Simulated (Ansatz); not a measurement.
`FBF` + H₂S → `FBS` + H–F at 700 K and 1 bar (ligand exchange at a B–F bond).

Program: Ansatz. Geometries: PBE0-D4/def2-TZVP. ΔE: electronic, gas phase. CCSD(T)/CBS is extrapolated from def2-TZVPP and def2-QZVPP, frozen cores. One conformer a species, not always the lowest.

```json
{"species": "`FBF`", "CCSD(T)/CBS energy (Eh)": "-225.09114", "H − E (kJ/mol)": "79.5", "S (J/(mol·K))": "289.3"}
{"species": "H₂S", "CCSD(T)/CBS energy (Eh)": "-398.97119", "H − E (kJ/mol)": "64.8", "S (J/(mol·K))": "236.9"}
{"species": "`FBS`", "CCSD(T)/CBS energy (Eh)": "-523.63756", "H − E (kJ/mol)": "106.5", "S (J/(mol·K))": "326.5"}
{"species": "H–F", "CCSD(T)/CBS energy (Eh)": "-100.39431", "H − E (kJ/mol)": "45.2", "S (J/(mol·K))": "198.5"}
```

H − E and S are ideal-gas, rigid-rotor, harmonic terms from PBE0-D4/def2-TZVP, for one conformer and one mirror image of each species. 1 Eh = 2625.50 kJ/mol, R = 8.31446 J/(mol·K).

**Question.** By hand: ΔE, ΔH, ΔS and ΔG.

**Answer.** ΔE = (-523.63756) + (-100.39431) − (-225.09114) − (-398.97119) = 0.03046 Eh = 80.0 kJ/mol. Δ(H − E) = 106.5 + 45.2 − 79.5 − 64.8 = 7.4, so ΔH = 87.4 kJ/mol. ΔS = 326.5 + 198.5 − 289.3 − 236.9 = -1.2 J/(mol·K). ΔG = 87.4 − 700 × (-1.2)/1000 = 88.2 kJ/mol.

**Question.** By hand: the equilibrium constant, and the temperature at which ΔG would vanish if ΔH and ΔS stayed fixed.

**Answer.** log₁₀ K = −ΔG/(RT ln 10) = -6.6. ΔH and −TΔS have one sign here, so there is no such temperature.

The number of gas molecules stays the same, so ΔS is small and ΔH decides. A doubt of 5 kJ/mol in ΔE shifts log₁₀ K by 0.4 here. Other conformers and mirror images would add mixing entropy, several J/(mol·K) or more a flexible species. These are equilibria of isolated gas molecules and say nothing of rates. Largest T1 diagnostic: 0.014 (customary marks: 0.02 for closed shells, 0.045 for open ones).

ΔS is within the doubt of such terms, so its sign, and with it that verdict, could turn.
